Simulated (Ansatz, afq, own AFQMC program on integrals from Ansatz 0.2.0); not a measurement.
**SbH3⁺, doublet in def2-SVP, levels against CCSDT(Q)**

```xyz
4

Sb    0.0108    0.0189   -0.0203
H     1.5980    0.0324    0.5191
H    -0.7962    1.3890    0.5108
H    -2.1022   -3.7014    1.4189
```

Basis def2-SVP with its core potentials. Noble-gas cores (and the filled d shells of Ga–Kr and In–Xe) are frozen. Integrals, coupled cluster, full CI and functionals: Ansatz 0.2.0; the random walks run on the same integrals in our own AFQMC program. ph-AFQMC/CISD is guided by a CISD state made of CCSD amplitudes; releasing the constraint for a short imaginary time cuts its bias at the price of noise, slowly where states lie close. Uncertainties: one standard error, sampling alone. No spin–orbit coupling.

Determinant: UHF, the one that the program's search chose, which needn't be the lowest solution. The geometry is a point of a scan.

No full CI on the walks' own integrals is used here; CCSDT(Q) serves as the reference and is uncertain by about the last step of the cluster series.

Cautions: no spin-orbit coupling; inner d shell frozen; an unrestricted solution with more broken spin lies lower (88 meV, ⟨S²⟩ 1.14), while this determinant keeps restricted orbitals.

- T1 diagnostic: 0.0121
- weight of the determinant in the CISD state: 0.919
- ⟨S²⟩ of the determinant: 0.750
- size of the correlated space: 7 electrons in 32 orbitals

Reference: CCSDT(Q), correlation energy -2.866 eV. The released energy is read at 2.40 1/Eh (meV from the phaseless value at times in 1/Eh: 0 ± 4 at 0.24, -10 ± 5 at 0.51, -4 ± 4 at 0.99, -14 ± 5 at 1.62, -9 ± 6 at 2.40).

```tsv
level	E − E(reference) (kJ/mol)	share of correlation (%)
HF	276.5	0.00
MP2	72.2	73.88
CCSD	6.3	97.72
CCSD(T)	1.5	99.47
CCSDT	0.2	99.93
ph-AFQMC/HF	0.9 ± 4.4	99.69
ph-AFQMC/CISD	1.0 ± 0.4	99.62
released AFQMC	0.2 ± 0.6	99.93
```

A walk keeps the symmetry of its determinant, which the program's search chose and which needn't be the lowest solution, so a lower state of the same spin and another symmetry isn't excluded. Released energies are given only where the last usable release times agree within the noise; a slower fall can still hide under it.
